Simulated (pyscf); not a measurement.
Single points on ωB97X-D3(BJ)/def2-SVP structures (PySCF, gas phase).

Estimate by transition-state theory the rate constant of F–SiH(F)–F + H₂O -> HO–Si(F)(F)–F + H₂ (singlet surface; H–Si, H–O broken, O–Si, H–H formed) at 1200 K, with ωB97M-D3(BJ)/def2-TZVP energies (ideal gas, 1 atm, RRHO with modes under 100 cm⁻¹ raised to 100, one conformer, R ln 2 for chiral ones without a mode under 150 cm⁻¹; no tunnelling).

The electronic barrier is 30.9 kcal/mol and the thermal terms add +38.6, so ΔG‡ = 69.5 kcal/mol. With k_BT/h = 2.50e+13 s⁻¹ and RT = 2.385 kcal/mol, and a volume of 1.64e-19 cm³ per molecule at 1 atm, k = 8.9e-19 cm³ molecule⁻¹ s⁻¹. Wigner's tunnelling factor for 1391i cm⁻¹ would be 1.12. A shift of 1 kcal/mol in the barrier changes k by a factor 1.5. On the reactant side the descent ends in a complex, 5.1 kcal/mol under the separated species and 36.5 kcal/mol under the saddle at ωB97X-D3(BJ)/def2-TZVP. The same reactants have a lower exit, to HO–SiH(F)–F + HF (barrier +22.2 kcal/mol at ωB97M-D3(BJ)/def2-TZVP, against +30.9 kcal/mol here). One saddle was located; it need not be the lowest between these sides.
